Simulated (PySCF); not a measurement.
Input of a run (PBE0-D3(BJ)/def2-SVP geometry optimisation, gas phase (PySCF 2.14.0)), started from GFN2-xTB:
```
{"job": {"xc": "PBE0", "basis": "def2-SVP", "d3": "d3bj", "grid": 1, "shake": 0.03, "kind": "geom"}, "charge": 0, "multiplicity": 1}
B      1.332740     0.031380     0.140370
N     -0.045070    -0.450520     0.127890
B     -1.306580     0.189940    -0.208470
H      2.282250    -0.566320     0.404110
H      1.406250     1.209540    -0.198580
H     -0.107050    -1.396620     0.393310
H     -1.208440     1.315410    -0.499580
H     -2.197750    -0.399640    -0.136410
```

Output (energies in Eh, forces in Eh/bohr):
```
step   0  E = -107.26056889  max force = 0.103435
step   1  E = -107.27744934  max force = 0.020137
step   2  E = -107.27917632  max force = 0.018392
step   3  E = -107.28018655  max force = 0.001612
step   4  E = -107.28019903  max force = 0.000847
step   5  E = -107.28021039  max force = 0.000229
optimisation converged
```

Question: Summarise the run.

Answer: The energy falls by 0.534 eV over 6 energy and gradient evaluations, the largest force component goes from 0.1034 to 2.3e-04 Eh/bohr, and the atoms move by 0.062 Å rms after alignment. The bond that changes most is B3–H8 (three-coordinate boron to B–H hydrogen), which lengthens by 0.138 Å. Bonds longer at the end by more than 0.005 Å: 4 of 7; shorter: 3. Among the angles that change most is N2–B1–H4, from 127.5° to 119.3°. The energy never rose by more than 1e-6 Eh on the way. The first step brought 86 % of the lowering.

Question: What are the final bond lengths?

Answer: B1–N2 1.419 Å, N2–B3 1.420 Å, B1–H4 1.209 Å, B1–H5 1.206 Å, N2–H6 1.016 Å, B3–H7 1.206 Å, B3–H8 1.209 Å. Numbering counts from 1 in the input's order; the species is `BNB` (B2H5N).

The run used 67 basis functions and 36 SCF cycles in all. The run took 5.6 s on Intel Xeon Platinum 8488C, one thread, shared host with 96 logical CPUs at a one-minute load of 18, and the process peaked at 0.29 GiB of memory.

No PBE0-D3(BJ)/def2-SVP frequencies stand behind this structure, so it isn't proved a minimum.
